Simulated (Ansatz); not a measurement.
**BClHS: ladder of basis sets, by script**

How does the energy of BClHS converge with the basis? Wanted for BClHS: a ladder of basis sets. SMILES: S[B]Cl.

Program: Ansatz 0.2.0, driven from Python. The levels of theory stand in the script. These are calculated values, not measurements.

## 1. The structure

Bond lengths: S1–B2 1.942 Å, B2–Cl3 1.863 Å, S1–H4 1.464 Å. Angles: S1–B2–Cl3 121.5°, B2–S1–H4 91.0°.

No structure file is read: the coordinates are typed or built in the script.

## 2. Script

Contents of basis.py:

```python
'''Basis-set convergence for BClHS.'''

import ansatz
from ase import Atoms

atoms = Atoms(['S', 'B', 'Cl', 'H'], positions=[
    (0.7076, -1.0733, 0.3769),
    (-0.4237, -0.0237, -0.802),
    (-1.8495, 0.9791, -0.1455),
    (1.6211, 0.0576, 0.5503),
])
mol = ansatz.Crystal.molecule_from_ase(atoms)

model = mol.calculation().functional('b3lyp', dispersion='d4').spin('collinear', total=1)

energies = {}
for basis in ['cc-pVDZ', 'cc-pVTZ']:
    report = model.basis(gaussian=basis).run().report
    size = report['n_frozen'] + report['n_occupied'][0] + report['n_virtual'][0]
    energies[basis] = (report['reference_energy_ev'] / 27.211386246, report['free_energy_ev'] / 27.211386246)
    print(f'{basis:14s} {size:4d} orbitals  reference {energies[basis][0]:14.6f} Ha  total {energies[basis][1]:14.6f} Ha')

last = energies['cc-pVTZ'][1]
for basis, (_, total) in energies.items():
    print(f'{basis:14s} lies {27.211386 * (total - last):9.4f} eV above cc-pVTZ')
```

## 3. What the engine is handed

The engine receives this input (first run):

```yaml
crystal:
  periodic: [false, false, false]
  atoms:
    - { symbol: S, position_ang: [0.7076, -1.0733, 0.3769] }
    - { symbol: B, position_ang: [-0.4237, -0.0237, -0.802] }
    - { symbol: Cl, position_ang: [-1.8495, 0.9791, -0.1455] }
    - { symbol: H, position_ang: [1.6211, 0.0576, 0.5503] }
basis:
  gaussian:
    orbitals: cc-pVDZ
hamiltonian:
  xc: b3lyp
  dispersion: d4
magnetization:
  spin_polarized: true
  initial_magnetization: 1.0
```

## 4. Launch

The run is started by

```console
python basis.py
```

The program printed:

```text
cc-pVDZ          55 orbitals  reference    -883.846060 Ha  total    -883.851493 Ha
cc-pVTZ         112 orbitals  reference    -883.882724 Ha  total    -883.888158 Ha
cc-pVDZ        lies    0.9977 eV above cc-pVTZ
cc-pVTZ        lies    0.0000 eV above cc-pVTZ
```

Run time: 4.5 s. Hardware: 1 thread of Intel Xeon Platinum 8488C (Sapphire Rapids), shared host; peak memory 0.32 GiB.

## 5. Inputs of later runs

The engine's inputs for the other runs:

Run 2, against run 1:

```diff
@@ -10 +10 @@
-    orbitals: cc-pVDZ
+    orbitals: cc-pVTZ
```

Lines on the test bed's own set-up are left out of the output.

## 6. Run by run

The 2 runs, in the order started:

| run | basis | energy (eV) | <S²> | SCF cycles | CPU time (s) |
| --- | --- | --- | --- | --- | --- |
| 1 | cc-pVDZ | -24050.8244 | 0.75 | 20 | 1.5 |
| 2 | cc-pVTZ | -24051.8221 | 0.75 | 17 | 2.5 |

## 7. What came out

| quantity | value |
| --- | --- |
| runs compared | 2 |

What this shows: Against cc-pVDZ: cc-pVTZ -36.7 mHa. The last step alone is -36.66 mHa. From the first set to the last the time grows from 1.5 to 2.5 s. Notes:
- The drop along the ladder measures the basis error, and is no property of the molecule.
- The geometry is a force-field or estimated start, not a minimum of this method, and the last set is no limit. Much of the fall in a total is atomic energy, which cancels in bond and reaction energies.
- The species is open-shell (spin multiplicity 2).
- Total less reference energy is the dispersion correction.
- b3lyp holds the VWN-RPA fit, as in Gaussian; the form of ORCA and Turbomole is b3lyp5.
- For Al to Cl the sets with a tight d function, cc-pV(X+d)Z, are usual.
